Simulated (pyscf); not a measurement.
HO–SiH•–OH → [O=SiH]• + H₂O, an elimination (doublet surface; H–O, O–Si broken, H–O formed). PySCF, gas phase, ωB97X-D3(BJ)/def2-SVP geometries. MP2 and CC: frozen core, UHF for open shells. ΔMP2 is the change of the MP2 total energy from the triple- to the quadruple-zeta basis. Energies in kcal/mol from the reactant's lowest minimum found.

Small-basis levels: PySCF, no dispersion term, spherical d functions. AM1 to PM7: differences of heats of formation from MOPAC, which are fitted to 298 K values and so differ in kind from electronic energies by zero-point and thermal terms. Open shells are spin-unrestricted. 

```
level                             barrier  reaction energy
--------------------------------  -------  ---------------
HF/STO-3G                            58.7            +77.1
M06-2X/6-31G*                        47.2            +63.7
PBE/def2-SVP                         38.3            +56.9
B3LYP/def2-SVP                       44.3            +58.2
AM1                                     …            +54.4
PM6                                     …            +53.9
PM7                                  57.4            +57.8
CCSD(T)/def2-TZVPP + ΔMP2(QZVPP)        …            +58.6
```

Task: Fill in the missing entries.

Result: 
- AM1, barrier: 59.0
- PM6, barrier: 50.2
- CCSD(T)/def2-TZVPP + ΔMP2(QZVPP), barrier: 49.7

Against the last row the barrier runs from -11.3 (PBE/def2-SVP) to +9.3 kcal/mol (AM1). CCSD(T)/def2-TZVPP + ΔMP2(QZVPP) has limits of its own. On the product side the descent ends in an adduct with a O–Si contact, 17.2 kcal/mol under the separated species and 3.9 kcal/mol under the saddle at ωB97X-D3(BJ)/def2-TZVP. At CCSD(T) the saddle lies under the separated products, which points to a path from their complex (located at ωB97X-D3(BJ) alone), and parting the products costs more than the saddle. What is counted as broken (O–Si) persists as a longer contact in the product adduct; parting that adduct is a step of its own. The same reactants have a lower exit, to •O–SiH₂–OH (barrier +39.7 kcal/mol at ωB97M-D3(BJ)/def2-TZVP, against +47.9 kcal/mol here). One saddle was located; it need not be the lowest between these sides. The CCSD(T) − MP2 part came from Ansatz, without density fitting, on the same reference.
